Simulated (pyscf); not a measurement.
**Four-centre exchange: `[SiH3][SiH3]` + `[FH]` → `[F][SiH3]` + `[SiH4]`**

Gas phase, singlet surface, charge 0. Bonds broken: Si1–Si2, F9–H10. Bonds formed: Si1–F9, Si2–H10. PySCF, gas phase, ωB97X-D3(BJ)/def2-SVP geometries. Correlated levels are frozen-core, on RHF or UHF. ΔMP2 is the change of the MP2 total energy from the triple- to the quadruple-zeta basis.

Transition state (Å):

```xyz
10

Si    -0.3536     0.8491    -0.3806
Si    -0.3438    -1.1922     1.1824
H      0.6739     1.9085    -0.2328
H     -1.5002     1.0807    -1.2924
H      0.4056    -0.2584    -1.0724
H      1.1349    -1.3444     1.2316
H     -0.9600    -2.1339     0.2100
H     -0.9101    -1.4501     2.5429
F     -1.3626     1.6128     1.0952
H     -1.0089     0.4827     1.2498
```

One imaginary mode, 1230i cm⁻¹; descent along it reached the two sides named.

```json
[
 {"bond": "Si1–Si2", "change": "breaks", "reactant side (Å)": "2.339", "saddle": "2.571", "product side": "4.1"},
 {"bond": "F9–H10", "change": "breaks", "reactant side (Å)": "0.926", "saddle": "1.194", "product side": "2.7"},
 {"bond": "Si1–F9", "change": "forms", "reactant side (Å)": "3.1", "saddle": "1.944", "product side": "1.629"},
 {"bond": "Si2–H10", "change": "forms", "reactant side (Å)": "3.2", "saddle": "1.803", "product side": "1.488"}
]
```

Electronic energies relative to the separated reactants (kcal/mol):

```json
[
 {"level": "ωB97X-D3(BJ)/def2-TZVP", "barrier": "35.7", "reaction energy": "-27.6", "reverse barrier": "63.3"},
 {"level": "PBE/def2-TZVP", "barrier": "28.1", "reaction energy": "-26.8", "reverse barrier": "54.9"},
 {"level": "r²SCAN/def2-TZVP", "barrier": "30.2", "reaction energy": "-30.5", "reverse barrier": "60.8"},
 {"level": "B3LYP-D3(BJ)/def2-TZVP", "barrier": "34.3", "reaction energy": "-31.4", "reverse barrier": "65.7"},
 {"level": "PBE0-D3(BJ)/def2-TZVP", "barrier": "32.8", "reaction energy": "-26.5", "reverse barrier": "59.3"},
 {"level": "M06-2X/def2-TZVP", "barrier": "36.2", "reaction energy": "-32.9", "reverse barrier": "69.0"},
 {"level": "ωB97M-D3(BJ)/def2-TZVP", "barrier": "34.3", "reaction energy": "-32.1", "reverse barrier": "66.4"},
 {"level": "HF/def2-TZVP", "barrier": "56.3", "reaction energy": "-37.9", "reverse barrier": "94.2"},
 {"level": "MP2/def2-QZVPP", "barrier": "37.0", "reaction energy": "-31.2", "reverse barrier": "68.2"},
 {"level": "CCSD/def2-TZVPP", "barrier": "42.6", "reaction energy": "-30.5", "reverse barrier": "73.1"},
 {"level": "CCSD(T)/def2-TZVPP", "barrier": "39.4", "reaction energy": "-29.6", "reverse barrier": "69.1"},
 {"level": "CCSD(T)/def2-TZVPP + ΔMP2(QZVPP)", "barrier": "38.9", "reaction energy": "-29.6", "reverse barrier": "68.5"}
]
```

With CCSD(T)/def2-TZVPP + ΔMP2(QZVPP) energies and thermal terms (ideal gas, 1 atm, RRHO with modes under 100 cm⁻¹ raised to 100, one conformer, R ln 2 for rigid chiral ones), in kcal/mol:

```
T (K)   ΔH‡   ΔG‡     ΔH     ΔG
-----  ----  ----  -----  -----
298    37.3  46.4  -30.1  -29.8
600    37.0  55.8  -31.2  -29.0
900    37.3  65.2  -31.8  -27.8
1200   37.8  74.4  -32.1  -26.4
```

At the saddle there is also a short H–Si contact that neither side keeps. One saddle was located; it need not be the lowest between these sides. The CCSD(T) − MP2 part came from Ansatz, without density fitting, on the same reference.
